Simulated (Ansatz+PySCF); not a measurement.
**singlet C2: levels of theory in one basis**

| atom | x (Å) | y (Å) | z (Å) |
| --- | --- | --- | --- |
| C | 0.0000 | 0.0000 | -1.1933 |
| C | 0.0000 | 0.0000 | 1.1933 |

Basis set: 6-31G (spherical functions). Frozen core: 2 orbitals. Charge 0, multiplicity 1.

Computed with Ansatz (development build ahead of 0.2.0); each method stands on the lowest determinant of its kind that the runs found.

```tsv
method	E − E(RHF) (eV)	<S²> of the determinant
RHF	0.00	0.00
UHF	-4.31	2.01
RHF-MP2	-2.48	–
UHF-MP2	-5.69	2.01
RHF-CCSD(T)	-3.84	–
UHF-CCSD(T)	-6.61	2.01
```

What does full CI (lowest root of this spin) give on the same scale?

-6.97 eV.

At such a shape the full CI root can have another spatial symmetry than the determinants, so the rows needn't describe one state.

Is a single determinant a sound starting point here?

It is doubtful. Unrestricted orbitals lower Hartree–Fock by 4.31 eV and <S²> is 2.01 where a pure state has 0.00, a sign of strong static correlation.

Caution for RHF, RHF-MP2, RHF-CCSD(T): an unrestricted determinant lies well below. Caution for RHF, UHF, RHF-MP2, UHF-MP2, RHF-CCSD(T), UHF-CCSD(T): the determinant may break the point group. Caution for UHF, UHF-MP2, UHF-CCSD(T): the unrestricted determinant is a mixture of spin states. Caution for RHF-MP2: large amplitudes, a single reference is doubtful. Caution for RHF-MP2, UHF-MP2: another reference gives a lower total. Caution for UHF-MP2, UHF-CCSD(T): bonds are stretched, where a single reference can fail. Caution for RHF-CCSD(T): very large amplitudes, the method is breaking down; the amplitudes may be one of several solutions.
